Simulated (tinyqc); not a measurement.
Worked calculation: RHF in the sto-3g basis, for HF, spin multiplicity 1. One step of it, computed by the program tinyqc.

Task: Iteration 2: DIIS coefficients. Solve [B -1; -1 0][c; lambda] = [0; -1] for the coefficients, which sum to one.

B (overlaps of the stored error matrices):
```
[[6.9942236e+00, 4.5507434e-01],
 [4.5507434e-01, 8.6414720e-01]]
```

Give: DIIS coefficients.

Result:

DIIS coefficients: [0.0589, 0.9411]
